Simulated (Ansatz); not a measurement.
# HO (doublet): wave-function methods side by side, aug-cc-pVTZ

The task here is to estimate one member of a computed series from the others.

Computed with Ansatz 0.2.0, Gaussian basis. Level: aug-cc-pVTZ, core rule «outside noble gas», up to 1 orbitals frozen.

The runs, in order: UHF; CCSD(T) on ROHF; CCSD(T) on UHF; BCCD(T) on ROHF; CCSDT(Q) on ROHF; CCSDT(Q) on UHF; CASSCF and MRCISD+Q, 7 electrons in 5 orbitals; CASSCF and NEVPT2, 7 electrons in 5 orbitals.

19 further runs of the same task are left out: 5 that didn't finish, 14 set aside as unsound or not needed. Runs told in other sessions of the task aren't counted.

### The geometry

The geometry is a PBE0/def2-TZVPD stationary point (not a proven minimum) of the parent state, kept for this charge and spin.

2 atoms, charge 0, spin multiplicity 2.

Atoms are counted from 1 here; the program's logs count them from 0.

Bond lengths: O1–H2 1.006 Å.

As a file:

```xyz
2

O     0.0000    0.0000    0.0000
H     0.0000    0.0000    1.0060
```

Set-up of the first run:

in.yaml reads:

```yaml
crystal:
  periodic: [false, false, false]
  atoms:
    - {symbol: O, position_ang: [0.000000, 0.000000, 0.000000]}
    - {symbol: H, position_ang: [0.000000, 0.000000, 1.006000]}
basis:
  gaussian: {orbitals: aug-cc-pVTZ}
magnetization: {spin_polarized: true, initial_magnetization: 1}
hamiltonian: {xc: hf}
output: {orbitals: {seedname: orbitals}}
```

On the command line:

```bash
$ ansatz run in.yaml --threads 1 --pin off --events-out ev --progress --plain --max-ram 2393MiB
```

Among the steps run: UHF; CCSD(T) on ROHF; CCSD(T) on UHF; BCCD(T) on ROHF; CCSDT(Q) on ROHF; CCSDT(Q) on UHF; CASSCF and MRCISD+Q, 7 electrons in 5 orbitals; CASSCF and NEVPT2, 7 electrons in 5 orbitals.

One table of the session follows, with a row left open; its other results are not shown here.

```
          method  from UCCSDT(Q) (meV)
            ROHF               +6288.2
             UHF               +6150.8
            RMP2                +536.4
            UMP2                +546.6
           RCCSD                +183.2
           UCCSD                +180.4
        RCCSD(T)                 +16.6
        UCCSD(T)                 +15.8
         BCCD(T)                 +16.9
          RCCSDT                  +7.2
          UCCSDT                  +5.9
       RCCSDT(Q)                  +1.7
       UCCSDT(Q)                     0
  CASSCF valence               +5568.7
  NEVPT2 valence                     ?
  MRCISD valence                +296.4
MRCISD+Q valence                 +56.4
```

**Question.** Estimate the row for NEVPT2 valence.

**Answer.** from UCCSDT(Q) (meV): +833.0. In the column «from UCCSDT(Q) (meV)» it lies between UMP2 (+546.6) and CASSCF valence (+5568.7).

To keep in mind: Restricted and unrestricted rows rest on different reference determinants; a gap between their highest levels can come from leftover correlation error, from unlike frozen cores or from another state.
